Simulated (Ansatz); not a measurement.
C4H7Cl, SMILES CC1CC1Cl: vertical spin-state energies, run with Ansatz 0.2.0, Python API.

Contents of `c4h7cl.xyz`:
```text
12

C    -1.27350   -0.56150    0.53110
C    -0.10800    0.32750    0.38060
C     1.19340   -0.29560    0.04260
C     0.59180    0.55040   -0.97390
Cl    1.15950    2.10140   -1.39700
H    -2.21910    0.09640    0.32650
H    -1.36230   -0.91420    1.53970
H    -1.28060   -1.34310   -0.18550
H    -0.10820    1.17790    1.12060
H     2.11040    0.11190    0.56070
H     1.26180   -1.36630   -0.09090
H     0.11170    0.05990   -1.82050
```

Script `run_spin.py`:
```python
"""Gap between spin states of C4H7Cl at one geometry."""

import ansatz as az

BASIS_SET = "def2-TZVP"
XC = "r2scan"


def main() -> None:
    geometry = az.Crystal.molecule_from_extxyz("c4h7cl.xyz")

    calculation = geometry.calculation()
    calculation = calculation.basis(gaussian=BASIS_SET)
    calculation = calculation.functional(XC)
    calculation = calculation.accuracy("high")
    found = {}
    for unpaired in [0, 2]:
        rep = calculation.spin("collinear", total=unpaired).run(threads=1, pin="off").report
        s = unpaired / 2
        found[unpaired] = rep["free_energy_ev"]
        print(f"2S+1 = {unpaired + 1}: E = {found[unpaired]:.5f} eV, <S^2> = {abs(rep['mean_field']['state']['spin_squared']):.3f} (pure state {s * (s + 1):.2f})")
    lowest = min(found, key=found.get)
    for unpaired, e in found.items():
        print(f"multiplicity {unpaired + 1}: {96.485332 * (e - found[lowest]):.1f} kJ/mol above the lowest")


if __name__ == "__main__":
    main()
```

Which spin state is lowest at this geometry, and how far above lie the others?

In order: multiplicity 1 (+0.00 eV) and multiplicity 3 (+6.06 eV), all at the one geometry.

The output:

`python run_spin.py` gives:
```text
2S+1 = 1: E = -16782.23994 eV, <S^2> = 0.000 (pure state 0.00)
2S+1 = 3: E = -16776.17600 eV, <S^2> = 2.008 (pure state 2.00)
multiplicity 1: 0.0 kJ/mol above the lowest
multiplicity 3: 585.1 kJ/mol above the lowest
```

The settings weren't tested for convergence. The geometry is a force-field or estimated start, not a minimum of this method, and the basis set is short of its limit. All parts are taken at fixed geometry, without zero-point energy. Run time: 96 s on 1 thread of Intel(R) Xeon(R) Processor @ 2.30GHz, with other jobs on the host, peak memory 1.5 GiB.
